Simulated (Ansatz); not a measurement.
# Methanol (CH₄O): small, medium and large basis sets

The task here is to estimate one member of a computed series from the others.

Computed with Ansatz 0.2.0, Gaussian basis. Level: one geometry, several basis sets.

Levels to be run: PBE0-D4/def2-SVP; ωB97M-V/def2-SVP; PBE0-D4/def2-QZVPP; ωB97M-V/def2-QZVPP; CCSD(T)/cc-pV(D+d)Z; CCSD(T)/cc-pV(T+d)Z; CCSD(T)/cc-pV(Q+d)Z; the functionals' def2-TZVPP values are taken from earlier runs.

## The relaxed structure

All runs share one geometry, relaxed beforehand with PBE0-D4 in a triple-zeta def2 set.

SMILES `CO`, 6 atoms, charge 0, spin multiplicity 1.

Atoms are counted from 1 here; the program's logs count them from 0.

Bond lengths: C1–O2 1.409 Å, C1–H3 1.090 Å, C1–H4 1.097 Å, C1–H5 1.097 Å, O2–H6 0.959 Å. Angles: O2–C1–H3 107.0°, O2–C1–H4 112.4°, O2–C1–H5 112.4°, H3–C1–H4 108.1°, H3–C1–H5 108.1°, H4–C1–H5 108.6°, C1–O2–H6 108.5°.

The first run:

Contents of in.yaml:

```yaml
crystal:
  periodic: [false, false, false]
  atoms:
    - {symbol: C, position_ang: [-0.088405, -0.207385, -0.275657]}
    - {symbol: O, position_ang: [-0.165048, 0.316454, 1.030096]}
    - {symbol: H, position_ang: [-0.864738, -0.968374, -0.360857]}
    - {symbol: H, position_ang: [0.878822, -0.683610, -0.479210]}
    - {symbol: H, position_ang: [-0.272722, 0.554405, -1.043432]}
    - {symbol: H, position_ang: [0.512080, 0.988520, 1.129060]}
basis:
  gaussian: {orbitals: def2-SVP}
hamiltonian: {xc: pbe0, dispersion: d4}
output: {orbitals: {seedname: orbitals}}
```

Launch:

```bash
ansatz run in.yaml --threads 2 --pin off --events-out ev --progress --plain --max-ram 32768MiB --backend cpu
```

Steps of the session up to this table: PBE0-D4 in def2-SVP; ωB97M-V in def2-SVP; PBE0-D4 in def2-QZVPP; ωB97M-V in def2-QZVPP.

One table of the session follows, with a row left open; its other results are not shown here.

It belongs to the step «Functionals by basis». 

```
functional       basis  HOMO (eV)  LUMO (eV)
   PBE0-D4    def2-SVP          ?          ?
   PBE0-D4  def2-TZVPP      -7.89       1.10
   PBE0-D4  def2-QZVPP      -7.96       0.63
   ωB97M-V    def2-SVP     -10.04       3.53
   ωB97M-V  def2-TZVPP     -10.36       2.53
   ωB97M-V  def2-QZVPP     -10.43       1.78
```

Q: Estimate the row for PBE0-D4, def2-SVP from the others.

The run gave: HOMO (eV): -7.57; LUMO (eV): 1.87. In the column «HOMO (eV)» it is the highest.
